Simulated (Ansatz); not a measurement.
Counterpoise correction, worked out

The pair of H3O⁺ (SMILES [OH3+], atoms 1–4) and C2H6 (SMILES CC, atoms 5–12), both closed shells, in one local arrangement (a lower one may exist), relaxed at PBE0-D4/def2-TZVP:

```json
{"atom": "O1", "x (Å)": "0.1428", "y (Å)": "-0.2019", "z (Å)": "-2.1700"}
{"atom": "H2", "x (Å)": "-0.0378", "y (Å)": "-0.3563", "z (Å)": "-1.1682"}
{"atom": "H3", "x (Å)": "-0.6413", "y (Å)": "0.0889", "z (Å)": "-2.6688"}
{"atom": "H4", "x (Å)": "0.5888", "y (Å)": "-0.9511", "z (Å)": "-2.6036"}
{"atom": "C5", "x (Å)": "0.2010", "y (Å)": "0.8113", "z (Å)": "1.4525"}
{"atom": "C6", "x (Å)": "-0.2027", "y (Å)": "-0.4334", "z (Å)": "0.6828"}
{"atom": "H7", "x (Å)": "0.9892", "y (Å)": "0.5755", "z (Å)": "2.1675"}
{"atom": "H8", "x (Å)": "0.5720", "y (Å)": "1.6004", "z (Å)": "0.7957"}
{"atom": "H9", "x (Å)": "-0.6483", "y (Å)": "1.2087", "z (Å)": "2.0082"}
{"atom": "H10", "x (Å)": "-1.0583", "y (Å)": "-0.2242", "z (Å)": "0.0124"}
{"atom": "H11", "x (Å)": "-0.5730", "y (Å)": "-1.2376", "z (Å)": "1.3214"}
{"atom": "H12", "x (Å)": "0.6678", "y (Å)": "-0.8804", "z (Å)": "0.1700"}
```

Computed with Ansatz 0.2.0 (basis: def2-TZVPPD); correlated methods freeze the cores.

CCSD(T) total energies in eV:

| system | geometry | basis functions | energy |
| --- | --- | --- | --- |
| pair | pair | all | -4253.38197 |
| H3O⁺ | as in the pair | all (partner as ghosts) | -2084.74247 |
| C2H6 | as in the pair | all (partner as ghosts) | -2168.08131 |
| H3O⁺ | as in the pair | its own | -2084.72959 |
| C2H6 | as in the pair | its own | -2168.06679 |
| H3O⁺ | free (PBE0-D4 minimum) | its own | -2084.79080 |
| C2H6 | free (PBE0-D4 minimum) | its own | -2168.11952 |

Question: Work out the interaction energy with and without the counterpoise correction, the superposition error, and the binding energy from the relaxed fragments.

Answer: Without correction: -4253.38197 − (-2084.72959) − (-2168.06679) = -0.58559 eV.
With correction (each fragment in the whole basis): -4253.38197 − (-2084.74247) − (-2168.08131) = -0.55819 eV = -12.87 kcal/mol.
The superposition error is the difference, 0.02740 eV, 5 % of the uncorrected value: each fragment borrows its partner's functions.
Deformation from the free shapes: 0.06121 eV for H3O⁺ and 0.05273 eV for C2H6.
Binding energy from relaxed fragments: -0.55819 + 0.06121 + 0.05273 = -0.44425 eV = -10.24 kcal/mol (electronic, without zero-point energy; negative means bound). For comparison, the corrected interaction energy by CCSD(T) at an estimated basis limit (MP2 extrapolated from triple and quadruple zeta, plus CCSD(T) − MP2 in triple zeta) is -0.585 eV; triple zeta with the correction binds less.

No T1 diagnostic of these runs exceeds 0.009.

For scale, one of the runs: CCSD(T)/def2-TZVPPD, 267 basis functions, launched by `ansatz run in.yaml --threads 4 --pin off --events-out ev --progress --plain --max-ram 9574MiB`. Hardware: 4 CPU threads of an Intel Xeon Platinum 8259CL, shared host. Wall time 60 s; peak host memory 7 GiB.
